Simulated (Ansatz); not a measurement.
Born–Oppenheimer molecular dynamics of C₃H₈FN (13 atoms, charge 0, multiplicity 1). It starts from a relaxed structure.

Computed with Ansatz 0.2.0, UKS CAM-B3LYP-D4/STO-3G.

```
ensemble        : NVT, Nosé–Hoover chain
time step       : 0.5 fs
steps asked     : 166
set temperature : 1500 K
thermostat      : time constant 100 fs, chain length 3 (defaults)
seed            : 442611
```

First frame:

```xyz
13
Properties=species:S:1:pos:R:3
C -1.748 0.256 -0.780
N -0.584 -0.560 -0.285
C 0.422 0.345 0.383
C 1.642 -0.512 0.847
F 0.847 1.383 -0.465
H -1.448 1.107 -1.418
H -2.299 0.649 0.088
H -2.419 -0.400 -1.355
H -0.101 -0.932 -1.147
H -0.090 0.784 1.274
H 1.298 -1.295 1.533
H 2.125 -0.983 -0.019
H 2.375 0.122 1.359
```

Q: How far do the bonds stretch over the last three quarters of this one trajectory? (Pairs bonded in most of those frames.)

A: 
```tsv
bond	mean (Å)	spread (Å)	shortest	longest
C1–N2	1.505	0.054	1.42	1.60
C1–H6	1.111	0.046	1.02	1.20
C1–H7	1.106	0.038	1.04	1.16
C1–H8	1.110	0.028	1.06	1.16
N2–C3	1.519	0.078	1.36	1.68
N2–H9	1.056	0.029	1.00	1.10
C3–C4	1.571	0.044	1.48	1.64
C3–F5	1.411	0.046	1.31	1.50
C3–H10	1.127	0.038	1.07	1.19
C4–H11	1.105	0.040	1.03	1.18
C4–H12	1.104	0.031	1.05	1.16
C4–H13	1.106	0.040	1.04	1.18
```

Mean temperature of the second half: 802 K. The conserved energy stayed within 0.99 meV per atom of its start (net change 0.8 meV per atom), so the integration is sound. The mean temperature of the second half is 47 % below the set value. A run of 0.083 ps of so small a system gives no equilibrium averages. Limits of this set-up: minimal basis.

Time of the run: 10 min on 1 thread of Arm Neoverse V1, on a shared host, peak memory 0.14 GiB.
